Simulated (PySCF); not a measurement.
## S₂O₂, singlet: computed properties

Level of theory: PBE0/[S def2-TZVP, O def2-TZVP], no relativity, density fitting, PySCF.

The structure is a minimum.

Coordinates in bohr (charge 0 multiplicity 1):
```
S     0.0584   -0.8304    1.8723
S     0.0584   -0.8304   -1.8723
O    -0.1168    1.6598    3.0633
O    -0.1168    1.6598   -3.0633
```

```
Point group                                                                   : C2v
Bond lengths                                                                  : S–O 1.464 Å (×2), S–S 1.982 Å
Bond angles                                                                   : O–S–S 115.5° (×2)
Highest occupied level                                                        : -7.80 eV
Zero-point energy                                                             : 23.2 kJ/mol
Principal quadrupole moments (Buckingham, traceless) about the centre of mass : -2.53, -1.31, 3.84 D Å
Entropy at 298.15 K and 1 bar                                                 : 289.7 J/(mol K)
Principal polarisabilities                                                    : 24.1, 38.6, 70.3 bohr³
Rotational symmetry number                                                    : 2
Dipole moment                                                                 : 3.25 D
Lowest empty level                                                            : -3.73 eV
Enthalpy at 298.15 K above 0 K                                                : 14.01 kJ/mol
Atomisation energy without zero-point energy                                  : 1179 kJ/mol
Rotational constants                                                          : 0.453, 0.1148, 0.09159 cm⁻¹
Heat capacity Cp at 298.15 K                                                  : 60.2 J/(mol K)
```

Harmonic modes (masses in u: S 31.972, O 15.995):
| symmetry | ω (cm⁻¹) | IR (km/mol) | μ (u) |
| --- | --- | --- | --- |
| a1 | 134 | 5.4 | 16.38 |
| a2 | 295 | 0.0 | 22.40 |
| b2 | 492 | 18.7 | 22.64 |
| a1 | 535 | 1.0 | 30.08 |
| b2 | 1180 | 227 | 19.24 |
| a1 | 1235 | 68.3 | 19.38 |

In C2v the vibrations span 3a1 + a2 + 2b2. Here b1 is antisymmetric to the molecular plane and b2 lies in it. The a2 mode carries no infrared intensity, as symmetry demands.

Charges (e):
| atom | Mulliken | Löwdin | polar tensor | Mayer order to S1 |
| --- | --- | --- | --- | --- |
| S1 | 0.38 | 0.33 | 0.55 | – |
| S2 | 0.38 | 0.33 | 0.55 | 1.51 |
| O3 | -0.38 | -0.33 | -0.55 | 1.71 |
| O4 | -0.38 | -0.33 | -0.55 | 0.24 |
Other Mayer orders above 0.3: S–O 1.71.

Mulliken populations on S1: s 5.80, p 9.34, d 0.44, f 0.04.

Outer orbital energies (eV). occupied: -14.08, -13.18, -13.14, -11.93, -11.83, -10.50, -8.10, -7.80; empty: -3.73, -1.77, -0.06, 2.53.

Other isomers or separated fragments may lie lower.

The final relaxation and frequency run took 41 s on 2 threads of a shared Arm Neoverse V1 host, with 136 basis functions and 11 gradients; the process peaked at 1.5 GiB.
